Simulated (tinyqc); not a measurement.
Inside a calculation. Method: UHF in the sto-3g basis, for OH-, spin multiplicity 1. The basis has no diffuse functions, so it cannot describe the extra electron: this is an exercise in the method, not the real anion. One step of it, computed by the program tinyqc.

Question. Iteration 1: diagonalisation and new density. Diagonalise F' = X^T F X, C = X C', fill 5 alpha and 5 beta electrons from the bottom; D(s) = C_occ C_occ^T. Each column has its largest component positive (the first on a tie).

F(alpha) (hartree), lower triangle:
```
             1O 1s      1O 2s     1O 2px     1O 2py     1O 2pz     2H 1s
1O 1s   -18.996258
1O 2s    -4.892729  -1.606001
1O 2px    0.000949  -0.003033   0.509551
1O 2py    0.001339  -0.004280   0.125878   0.597962
1O 2pz   -0.001011  -0.059496  -0.006303  -0.008893   0.367450
2H 1s    -0.696947  -0.423416  -0.102676  -0.144881  -0.134806  0.171924
```

F(beta) (hartree), lower triangle:
```
             1O 1s      1O 2s    1O 2px    1O 2py     1O 2pz     2H 1s
1O 1s   -18.996258
1O 2s    -4.892729  -1.606001
1O 2px   -0.000949   0.003033  0.509551
1O 2py   -0.001339   0.004280  0.125878  0.597962
1O 2pz   -0.001011  -0.059496  0.006303  0.008893   0.367450
2H 1s    -0.696947  -0.423416  0.102676  0.144881  -0.134806  0.171924
```

X, lower triangle:
```
            1O 1s      1O 2s    1O 2px    1O 2py     1O 2pz     2H 1s
1O 1s    1.022706
1O 2s   -0.129016   1.080006
1O 2px   0.000000   0.000000  1.000000
1O 2py   0.000000   0.000000  0.000000  1.000000
1O 2pz  -0.005554   0.051208  0.000000  0.000000   1.045142
2H 1s    0.018928  -0.209459  0.000000  0.000000  -0.185355  1.101281
```

Give: F' = X^T F X; orbital energies; coefficients C; F' = X^T F X; orbital energies; coefficients C; D(alpha) after iteration 1; D(beta) after iteration 1.

Answer.

F' = X^T F X (alpha) (hartree), lower triangle:
```
          1        2        3        4        5       6
1  -18.6292
2   -2.6248  -0.6672
3   -0.0005   0.0178   0.5096
4   -0.0008   0.0251   0.1259   0.5980
5   -0.0182   0.0210   0.0123   0.0173   0.4577
6   -0.0705  -0.2864  -0.1113  -0.1570  -0.2773  0.3994
```

orbital energies (alpha) (hartree): MO1 -19.0055, MO2 -0.3942, MO3 0.1829, MO4 0.4203, MO5 0.5799, MO6 0.8848

coefficients C (alpha):
```
            MO1      MO2      MO3      MO4      MO5      MO6
1O 1s    0.9942  -0.2488   0.0921   0.0000  -0.0330   0.0556
1O 2s    0.0243   0.9381  -0.4509   0.0000   0.1970  -0.3268
1O 2px  -0.0001   0.0208   0.1367   0.8159  -0.4145  -0.3786
1O 2py  -0.0001   0.0294   0.1929  -0.5782  -0.5849  -0.5343
1O 2pz   0.0016   0.0759   0.5497   0.0000   0.7051  -0.5693
2H 1s   -0.0048   0.1848   0.6520   0.0000  -0.4827   0.7741
```

F' = X^T F X (beta) (hartree), lower triangle:
```
          1        2        3        4        5       6
1  -18.6292
2   -2.6248  -0.6672
3    0.0005  -0.0178   0.5096
4    0.0008  -0.0251   0.1259   0.5980
5   -0.0182   0.0210  -0.0123  -0.0173   0.4577
6   -0.0705  -0.2864   0.1113   0.1570  -0.2773  0.3994
```

orbital energies (beta) (hartree): MO1 -19.0055, MO2 -0.3942, MO3 0.1829, MO4 0.4203, MO5 0.5799, MO6 0.8848

coefficients C (beta):
```
            MO1      MO2      MO3      MO4      MO5      MO6
1O 1s    0.9942  -0.2488   0.0921   0.0000  -0.0330   0.0556
1O 2s    0.0243   0.9381  -0.4509   0.0000   0.1970  -0.3268
1O 2px   0.0001  -0.0208  -0.1367   0.8159   0.4145   0.3786
1O 2py   0.0001  -0.0294  -0.1929  -0.5782   0.5849   0.5343
1O 2pz   0.0016   0.0759   0.5497   0.0000   0.7051  -0.5693
2H 1s   -0.0048   0.1848   0.6520   0.0000  -0.4827   0.7741
```

D(alpha) after iteration 1, lower triangle:
```
          1O 1s    1O 2s   1O 2px   1O 2py  1O 2pz   2H 1s
1O 1s    1.0599
1O 2s   -0.2574   1.1227
1O 2px   0.0210  -0.1237   0.8566
1O 2py   0.0297  -0.1746  -0.2023   0.7146
1O 2pz   0.0100  -0.0377  -0.2156  -0.3042  0.8052
2H 1s    0.0252  -0.2158   0.2931   0.4136  0.0320  0.6922
```

D(beta) after iteration 1, lower triangle:
```
          1O 1s    1O 2s   1O 2px   1O 2py  1O 2pz   2H 1s
1O 1s    1.0599
1O 2s   -0.2574   1.1227
1O 2px  -0.0210   0.1237   0.8566
1O 2py  -0.0297   0.1746  -0.2023   0.7146
1O 2pz   0.0100  -0.0377   0.2156   0.3042  0.8052
2H 1s    0.0252  -0.2158  -0.2931  -0.4136  0.0320  0.6922
```
